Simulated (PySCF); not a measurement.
Atom-mapped SMILES (the numbers label the heavy atoms): `[CH2:1]=[CH:2][CH3:3]`; H(Xn) means a hydrogen on atom n. Ha(C1) is cis to C3; Hb(C1) is trans to C3.

GIAO shifts from PySCF 2.14 on PBE0-D3(BJ)/def2-SVP geometries (one conformer, non-relativistic, equivalent nuclei averaged), against TMS at the same level and in the same medium; PCM means IEF-PCM chloroform.

Measured (solution, not stated per compound (mostly CDCl3 or CCl4); Pretsch, Buehlmann, Badertscher, Structure Determination of Organic Compounds, 4th ed. (2009); solution, CDCl3, 298 K; Fulmer et al., Organometallics 2010, 29, 2176): C3 18.7, C1 115.7, C2 133.9, Hb(C1) 4.88, Ha(C1) 4.97, H(C2) 5.73, H(C3) 1.71 ppm.

Which unscaled values do PBE0/pcSseg-1, gas; PBE0/pcSseg-1, PCM; WP04/pcSseg-1, PCM; wB97X-D/pcSseg-1, PCM give, and how close are they?

## Answers


```
 atoms  measured  PBE0/pcSseg-1, gas  PBE0/pcSseg-1, PCM  WP04/pcSseg-1, PCM  wB97X-D/pcSseg-1, PCM
    C3      18.7                22.7                23.0                23.5                   22.5
    C1     115.7               123.3               123.3               121.7                  124.1
    C2     133.9               143.2               145.7               143.5                  146.2
Hb(C1)      4.88                5.24                5.26                4.98                   5.26
Ha(C1)      4.97                5.36                5.42                5.09                   5.43
 H(C2)      5.73                6.00                6.15                5.76                   6.11
 H(C3)      1.71                1.80                1.85                1.79                   1.82
```

Mean absolute error for 13C: PBE0/pcSseg-1, gas 7.0, PBE0/pcSseg-1, PCM 7.9, WP04/pcSseg-1, PCM 6.8, wB97X-D/pcSseg-1, PCM 8.2 ppm.

Mean absolute error for 1H: PBE0/pcSseg-1, gas 0.28, PBE0/pcSseg-1, PCM 0.35, WP04/pcSseg-1, PCM 0.08, wB97X-D/pcSseg-1, PCM 0.33 ppm.
